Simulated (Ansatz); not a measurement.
# TiO2: computed properties

Theory: DFT r2SCAN, scalar-relativistic, plane waves, PAW (Ansatz).

Settings: cutoff 500 eV, Γ-centred mesh 6×4×4 on the computed 24-atom cell, Gaussian smearing of 0.02 eV; no spin polarisation.

The structure is relaxed at this level of theory with its symmetry kept. This form isn't the usual stable structure of the compound.

The structure is orthorhombic, space group Pbca (No. 61). Conventional cell: a = 5.135 Å, b = 9.189 Å, c = 5.454 Å, α = 90.00°, β = 90.00°, γ = 90.00°. Around Ti (site symmetry 1) lie 6 O at 1.86 to 2.06 Å. O (site symmetry 1) has 3 Ti at 1.92 to 2.06 Å as nearest neighbours. Around O (site symmetry 1) lie 3 Ti at 1.86 to 2.00 Å.

| Property | Result |
| --- | --- |
| Volume per atom | 10.72 Å³ |
| Formation energy from the elements' standard states (uncorrected) | -3.327 eV/atom |
| Generalised Kohn–Sham band gap | 2.74 eV, direct at Γ |
| Löwdin character of the top 1 eV of the valence band | O 2p 92 % |
| Löwdin character of the lowest 1 eV of the conduction band | Ti 3d 89 %, O 2p 9 % |
| Electron masses at the edge by Cartesian direction of the standard setting (m_e; degenerate bands sorted by energy; no spin-orbit coupling) | x: 4.9; y: 6.9; z: 0.62 |
| Hole masses at the edge by Cartesian direction of the standard setting (m_e; degenerate bands sorted by energy; no spin-orbit coupling) | x: 1.7; y: 1.4; z: 1.4 |

A ferromagnetic start lost its moments in a first run, so spin was left out; other magnetic orders weren't tried.

Cost: 3 runs of about 36 core-minutes in all, on Intel Xeon Processor @ 2.50GHz (Skylake/Cascade Lake) (shared hosts).